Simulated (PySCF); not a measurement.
Predicted microwave data (PBE0/def2-SVPD in PySCF (dipole) on a GFN2-xTB geometry, gas phase) for one isomer of C3H2ClNS:

| Item | Value |
| --- | --- |
| Rotational constants | A = 7623, B = 1556, C = 1292 MHz |
| Dipole components | \|μa\| = 2.16 D, \|μb\| = 1.15 D, \|μc\| = 0.00 D |
| Inertial defect | 0.00 u·Å² |
| κ | -0.92 |

Question: Which structure is it? (One computed conformer of each.)
A. `Clc1ccns1`
B. `Clc1cscn1`

Answer: B. It is Clc1cscn1, a near-prolate asymmetric top, point group Cs. The candidates at the same level (rigid rotor, commonest isotopes):

```
   SMILES  A (MHz)  B (MHz)  C (MHz)  μa (D)  μb (D)  μc (D)  Δ (u·Å²)  point group                        rotor
Clc1cscn1     7623     1556     1292    2.16    1.15    0.00      0.00           Cs  near-prolate asymmetric top
Clc1ccns1     5752     1881     1418    0.72    1.45    0.00      0.00           Cs               asymmetric top
```

`Clc1ccns1` has A 25 % too low. In the right answer the mirror of this Cs structure is the ab plane, so μc vanishes by symmetry. No structure here is proved a minimum.
